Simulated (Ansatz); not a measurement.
**AsH₂⁺, triplet in cc-pVDZ: errors against full CI**

Geometry: a point of a bend scan, not a stationary point.

```yaml
atoms:
  - { symbol: As, position_ang: [0.0000, -0.0136, 0.0000] }
  - { symbol: H, position_ang: [0.0000, 0.5058, -1.4193] }
  - { symbol: H, position_ang: [0.0000, 0.5058, 1.4193] }
```

Basis cc-pVDZ; Ansatz 0.2.0. Correlated methods freeze the noble-gas cores and the filled d shells of p-block atoms, which leaves 6 electrons in 23 orbitals. Prefix R: restricted or restricted open-shell reference; prefix U: unrestricted. Active spaces: pair = (4e, 4o) about the gap; valence = (6e, 6o) chosen from the atoms' valence shells. No spin–orbit coupling is included, and no scalar relativity.

Full CI is exact within this basis and frozen core; it isn't the basis-set limit. The frozen core follows each run's orbitals, which can shift R against U totals by a few meV for light atoms and by up to 0.1 eV past Ca.

For open shells CISD is restricted-active-space CI with the open shells as a complete middle space.

```
UHF ⟨S²⟩                          : 2.009
T1 diagnostic (RCCSD)             : 0.0195
largest doubles amplitude (RCCSD) : 0.069
```

| level | E − E(RHF) (eV) |
| --- | --- |
| RMP2 | -2.1098 |
| RCCSD | -2.6970 |
| RCCSD(T) | -2.7521 |

Question: Estimate how far full CI in cc-pVDZ lies from RCCSD(T). The table doesn't fix it; the size of (T) and the diagnostics are the guide.

Answer: Full CI in cc-pVDZ lies 0.40 kcal/mol below RCCSD(T), which is 31 % of the (T) step (-1.27 kcal/mol). The diagnostics give no warning, yet the rest is a sizeable part of (T).

The other levels:

```
                     level  E − E(full CI) (kcal/mol)  share of correlation (%)  wall time
                      CISD                       2.96                     95.36      0.6 s
                   BCCD(T)                       0.39                     99.39     0.63 s
                    RCCSDT                       0.03                     99.96          –
                 RCCSDT(Q)                      -0.01                    100.01      2.5 s
    CASSCF (valence space)                      40.33                     36.85          –
    NEVPT2 (valence space)                      10.45                     83.64     0.72 s
NEVPT4(SD) (valence space)                       1.19                     98.14     0.99 s
    MRCISD (valence space)                       1.43                     97.76          –
  MRCISD+Q (valence space)                       0.08                     99.87        1 s
```

The correlation energy at full CI, counted from RHF, is -2.769 eV. That run took 2.2 s on 1 thread of Arm Neoverse V2, shared host over 781,936 determinants.

Run but not shown, since their state or frozen core can't be matched to the reference's or they repeat it: UHF, UMP2, UCCSD, UCCSD(T), UCCSDT, UCCSDT(Q), CASSCF (pair space), NEVPT2 (pair space), MRCISD (pair space), MRCISD+Q (pair space).

Times hold each run's SCF and search for its determinant on a shared host, so for small cases they say little of a method's own cost; they ran on 1 thread of Arm Neoverse V2.

The full-CI state has the irrep B1 of C2v, in the program's axes.

Natural occupations of full CI about the gap: 1.960 1.940 0.992 0.991 0.044 0.021 0.009 0.007 0.007 0.007; effectively unpaired electrons, Σ n²(2−n)², 2.03.
